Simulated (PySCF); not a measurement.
How well do the runs reproduce experiment for allene?

**What was measured.**

NIST CCCBDB Release 22 (SRD 101), experimental polarizabilities lists, for the gas: mean polarisability 5.69 Å³.

The results are set against them at the end.

Species: allene, C₃H₄.
SMILES with atom numbers: `[CH2:1]=[C:2]=[CH2:3]` (hydrogens: H4, H5 on C1; H6, H7 on C3)

Geometry (PBE0-D3(BJ)/def2-TZVP, Å), atoms numbered from 1 in this order:
```xyz
7
C3H4 angstrom
C     -1.280   -0.143    0.121
C      0.005   -0.003   -0.005
C      1.291    0.135   -0.133
H     -1.970    0.431   -0.488
H     -1.701   -0.838    0.840
H      1.854   -0.476   -0.830
H      1.838    0.865    0.454
```

Runs made with PySCF (gas phase, on this PBE0-D3(BJ)/def2-TZVP geometry; no spin–orbit coupling):

| level | job | basis functions | wall time |
| --- | --- | --- | --- |
| CAM-B3LYP/aug-cc-pVTZ | 10 singlets by full TDDFT, 4 Tamm–Dancoff triplets, polarisability | 230 | 6.0 s |
| PBE0/aug-cc-pVTZ | 10 singlets by full TDDFT, 4 Tamm–Dancoff triplets, polarisability, dynamic polarisability, density and orbital grids written | 230 | 6.8 s |
| wB97X-D/aug-cc-pVTZ | 10 singlets by full TDDFT, 4 Tamm–Dancoff triplets, polarisability, ΔSCF ions | 230 | 22 s |

Hardware: an AMD EPYC 9R45 with one thread, on a shared host.

Results beside the measurements:

**Mean polarisability.** Measured: 5.69 Å³ (NIST CCCBDB Release 22 (SRD 101), experimental polarizabilities).

| level | computed (Å³) | computed − measured (Å³) | % (from the printed values) |
| --- | --- | --- | --- |
| CAM-B3LYP/aug-cc-pVTZ | 6.05 | +0.36 | +6 |
| PBE0/aug-cc-pVTZ | 6.03 | +0.34 | +6 |
| wB97X-D/aug-cc-pVTZ | 6.04 | +0.35 | +6 |

Closest is PBE0/aug-cc-pVTZ (+0.34 Å³), furthest CAM-B3LYP/aug-cc-pVTZ (+0.36 Å³); one molecule doesn't rank methods. All 3 levels lie above the measurement. The computed values are static and purely electronic, with core orbitals frozen in the response (1 au = 0.148185 Å³). The table of measured values doesn't say here whether a value is static or optical, or holds a vibrational part.

The geometry is computed, not the measured one. Where a level misses, the cause wasn't examined.
